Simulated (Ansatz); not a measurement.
A made-up structure of AlH₂SO, doublet:

O1  (-0.991, -0.714, 1.327)
Al2  (-0.553, -0.181, -0.261)
S3  (1.419, 0.711, -0.466)
H4  (-1.575, -0.364, -1.439)
H5  (-0.596, -1.462, 1.802)
(Å)

It is relaxed with PBE-D4/def2-SVP and then PBE0-D4/def2-TZVP (Ansatz 0.2.0). Atoms count as bonded within 1.22 times the sum of their covalent radii (H–H: 0.88 Å). The end point is not checked to be a true minimum.

(1) Does its bonding change? (A judgement: the text doesn't fix the answer.)

## Answers

(1) The calculation gives: No: no bond forms or breaks.

Where it ends: The first stage lowers the energy by 0.11 eV in 8 steps. It ends as AlH₂SO ([OH][AlH][S]):
O1  (-1.036, -1.051, 1.168)
Al2  (-0.580, -0.266, -0.257)
S3  (1.398, 0.641, -0.436)
H4  (-1.588, -0.189, -1.459)
H5  (-0.489, -1.145, 1.946)
(Å)

Labels in which every atom is bracketed show which atoms are joined, not bond orders.

For scale, one of the runs: PBE0-D4/def2-TZVP relaxation, 117 basis functions, launched by `ansatz run in.yaml --threads 2 --pin off --events-out ev --progress --plain --max-ram 4352MiB`. The run took about 37 s on 2 CPU threads of an Arm Neoverse V2 (shared host).
